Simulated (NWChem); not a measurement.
**dimethylamine (C$_{2}$H$_{7}$N) in NWChem**

```xyz
10

C      0.0184     0.2167    -1.2073
N     -0.1400    -0.5514     0.0000
C      0.0184     0.2167     1.2073
H      0.9861     0.7624    -1.2886
H     -0.7815     0.9733    -1.2786
H     -0.0754    -0.4361    -2.0886
H      0.5011    -1.3400     0.0000
H      0.9861     0.7624     1.2886
H     -0.0754    -0.4361     2.0886
H     -0.7815     0.9733     1.2786
```
Charge 0, spin multiplicity 1.

The numbers come from NWChem runs, not from measurements. The geometry was optimised at PBE0/def2-SVP, a minimum by its harmonic frequencies.

Symmetry labels belong to the abelian group Cs used in the runs, with the axes of the coordinates shown.

B3LYP has NWChem's definition, with VWN1-RPA local correlation. The Pople sets run with spherical d functions.

**Question.** List the lowest 6 singlet excitations that TD-B3LYP/6-31+G* (spherical d), VWN1-RPA local correlation gives, with oscillator strengths.

**Answer.** 
```json
[
 {"state": "1", "symmetry": "a'", "energy (eV)": "5.22", "wavelength (nm)": "238", "f": "0.002"},
 {"state": "2", "symmetry": "a'", "energy (eV)": "5.96", "wavelength (nm)": "208", "f": "0.031"},
 {"state": "3", "symmetry": "a\"", "energy (eV)": "6.11", "wavelength (nm)": "203", "f": "0.004"},
 {"state": "4", "symmetry": "a'", "energy (eV)": "6.44", "wavelength (nm)": "193", "f": "0.079"},
 {"state": "5", "symmetry": "a'", "energy (eV)": "6.85", "wavelength (nm)": "181", "f": "0.004"},
 {"state": "6", "symmetry": "a\"", "energy (eV)": "7.12", "wavelength (nm)": "174", "f": "0.007"}
]
```
